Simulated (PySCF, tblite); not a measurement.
**3 × hydrogen fluoride**

A gas-phase complex of 3 × hydrogen fluoride; neutral, singlet. The structure comes from a short search (6 tight-binding starts) and was relaxed by PBE0-D3(BJ)/def2-TZVPD; another way of binding may lie lower. Frequencies by PBE0-D3(BJ)/def2-TZVPD show no clear imaginary mode.

Parts: 1 = hydrogen fluoride (F), atoms 1–2; 2 = hydrogen fluoride (F), atoms 3–4; 3 = hydrogen fluoride (F), atoms 5–6.

Coordinates in Å:
```
F1      0.226   -0.209   -0.050
H2     -0.617   -0.072    0.346
F3     -0.240   -2.612    0.742
H4      0.216   -1.890    0.343
F5     -1.963   -0.754    1.186
H6     -1.577   -1.613    1.188
```

Contacts between parts, classed by geometry: H4···F1 1.726 Å (hydrogen bond, 148°); H2···F5 1.727 Å (hydrogen bond, 148°); H6···F3 1.727 Å (hydrogen bond, 148°).

Interaction energies are complex less parts, with the parts frozen as they stand in it; counterpoise-corrected, in kcal/mol (PySCF).

How strongly do the parts interact, level by level?


```json
{"level": "wB97M-D3(BJ)/def2-TZVPD", "interaction": "-15.98", "superposition error removed": "-0.16"}
{"level": "PBE0-D3(BJ)/def2-TZVPD", "interaction": "-17.08", "superposition error removed": "-0.16"}
{"level": "RI-MP2/def2-TZVPD", "interaction": "-13.61", "superposition error removed": "-1.22"}
```

What holds them together? Decompose the wB97M-D3(BJ)/def2-TZVPD energy: frozen parts, their antisymmetrised product, then relaxation.

electrostatic -28.8, Pauli repulsion +30.9, orbital relaxation -16.8, dispersion correction -1.5 kcal/mol, which sum to the value before the counterpoise correction; the Pauli term holds the exchange-correlation of the frozen density too. Of the attraction, 61 % is electrostatic, 36 % is orbital relaxation, 3 % is dispersion correction.

Are the pair energies additive?

The pairs sum to -11.95 kcal/mol (1–2 -4.0, 1–3 -4.0, 2–3 -4.0); the rest of -4.03 is a many-body strengthening.

The parts were also relaxed and run alone, at the levels used for the complex: shieldings by PBE0/pcSseg-2; core levels by delta-SCF with SCAN, pcX-2 on the ionised atom and pcseg-1 elsewhere, spin-free X2C.

Values alone: F3–H4 bond (Å): 0.921; shielding of H4 (ppm): 29.16; shielding of F1 (ppm): 410.5; shielding of H2 (ppm): 29.16; shielding of F5 (ppm): 410.5; F3 1s core level (eV): 694.11.

What does binding change?


```csv
property,alone,in the complex,change
F3–H4 bond (Å),0.921,0.942,+0.021
shielding of H4 (ppm),29.16,24.41,-4.74
shielding of F1 (ppm),410.5,386.0,-24.5
shielding of H2 (ppm),29.16,24.42,-4.74
shielding of F5 (ppm),410.5,386.1,-24.4
F3 1s core level (eV),694.11,694.34,+0.23
```

What are the binding energy from relaxed parts (wB97M-D3(BJ)/def2-TZVPD), and ΔH and ΔG of association at 298.15 K and 1 atm?

-15.29 kcal/mol, -10.26 with zero-point energy; ΔH -12.6 and ΔG +3.9 kcal/mol, from harmonic vibrations by PBE0-D3(BJ)/def2-TZVPD with low modes damped.
